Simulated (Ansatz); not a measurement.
The end point of a relaxation of InAs. Space group F-43m (No. 216), zinc blende type. Computed with PBE (plane waves to 420 eV, PAW, scalar-relativistic; Ansatz, a quantum-chemistry and plane-wave program).

```cif
data_AsIn
_chemical_formula_sum 'As1 In1'
_space_group_name_H-M_alt 'P 1'
_space_group_IT_number 1
_cell_length_a 4.37439
_cell_length_b 4.37439
_cell_length_c 4.37439
_cell_angle_alpha 60.000
_cell_angle_beta 60.000
_cell_angle_gamma 60.000
loop_
_space_group_symop_operation_xyz
  'x, y, z'
loop_
_atom_site_label
_atom_site_type_symbol
_atom_site_fract_x
_atom_site_fract_y
_atom_site_fract_z
_atom_site_occupancy
As1 As 0.75000 0.75000 0.75000 1
In1 In 0.00000 0.00000 0.00000 1
```

Task: What band gap does PBE give?

Result: Zero, with touching bands (no spin-orbit coupling).

No spin polarisation in the result.

Measured for InAs: a 6.047 Å (static lattice; corrected from measurement; as listed in Daniel Mejia-Rodriguez, S. B. Trickey, Phys. Rev. B (2018)); gap 0.417 eV (0 K or low temperature; as listed in I. Vurgaftman, J. R. Meyer, L. R. Ram-Mohan, Journal of Applied Physics (2001)). Computed minus measured — a: PBE +2.3 %; gap: PBE -0.42 eV. The computed values are for a static lattice, and a measured gap can be an optical one, lowered by exciton binding.

The run could not lose the symmetry of its start; a randomly shaken copy of 2 atoms returns to this structure.

All atoms sit on sites fixed by symmetry, so only the cell could relax.
